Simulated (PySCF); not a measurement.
# Which determinant of Li2 lies lowest?

Unrestricted PBE0; basis Li def2-SVPD; no relativity; PySCF 2.14. Outer shells of the fragments: Li 2s1; Li 2s1.

Followed along the bond (rough minima from three points):

```tsv
2Ms+1	unpaired	⟨S²⟩ at the start	R at minimum (Å)	Te (eV)
1	none	0.00	2.79	0.00
3	σ ↑, π ↑	2.00	2.65	1.18
3	σ ↑↑	2.00	none in the scan	≤ 0.88
```

Solutions found at the starting distance of 2.570 Å, counted from the lowest of them; the search is not exhaustive and high or unbound solutions are not listed, so other states can lie among these:

```
2Ms+1  unpaired   term  E (eV)  ⟨S²⟩  ⟨Lz²⟩
    1      none    ¹Σ⁺    0.00  0.00   0.00
    3      σ ↑↑    ³Σ⁺    1.10  2.00   0.00
    3  σ ↑, π ↑     ³Π    1.15  2.00   1.00
    1  σ ↑, π ↓  mixed    1.65  1.00   1.00
```

A term symbol is given only where ⟨S²⟩ and ⟨Lz²⟩ are close to those of a pure state; real π, δ and φ orbitals otherwise mix terms, and g/u labels are left off.

The measured ground state is X ¹Σg+ (Huber and Herzberg, Constants of Diatomic Molecules (1979)).

Counting both spins, an empty level lies below a filled one in some of these solutions, because spin and occupation are held.
